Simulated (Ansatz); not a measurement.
Geometry optimisation, RKS PBE0-D4/def2-mTZVP in Ansatz.

Input:

```yaml
crystal:
  periodic: [false, false, false]
  atoms:
    - { symbol: O, position_ang: [0.5797, 1.3345, 0.0937] }
    - { symbol: C, position_ang: [0.1714, 0.0961, 0.0997] }
    - { symbol: C, position_ang: [-0.1782, -1.0564, 0.1044] }
    - { symbol: F, position_ang: [-0.4333, -2.3404, 0.1319] }
    - { symbol: H, position_ang: [-0.0897, 1.8926, -0.4712] }
basis:
  gaussian: { orbitals: def2-mTZVP }
hamiltonian:
  xc: pbe0
  dispersion: d4
relax:
  f_tol: 0.02
  max_steps: 50
```

Launched with:

```bash
$ ansatz run input.yaml --threads 1 --pin off --max-ram 2048MiB --backend cpu --events-out ev --progress --plain --runs-dir out
```

**Question.** Where does it end, and by what steps?

**Answer.** The run converged. After 7 steps the energy has fallen by 0.150 eV; C3 moved furthest, 0.05 Å.

| step | energy less start (eV) | largest force component (eV/Å) | accepted |
| --- | --- | --- | --- |
| 0 | 0.0000 | 1.919 | yes |
| 1 | -0.1273 | 0.697 | yes |
| 2 | -0.1426 | 0.208 | yes |
| 3 | -0.1444 | 0.179 | yes |
| 4 | -0.1437 | 0.206 | no |
| 5 | -0.1498 | 0.144 | yes |
| 6 | -0.1500 | 0.105 | yes |
| 7 | -0.1501 | 0.006 | yes |

```xyz
5
Properties=species:S:1:pos:R:3
O 0.541 1.340 0.085
C 0.151 0.087 0.069
C -0.132 -1.067 0.109
F -0.450 -2.313 0.141
H -0.060 1.880 -0.446
```

Whether the end is a true minimum wasn't checked by a vibrational analysis.

Run time: 17 s on 1 CPU thread of a shared host.
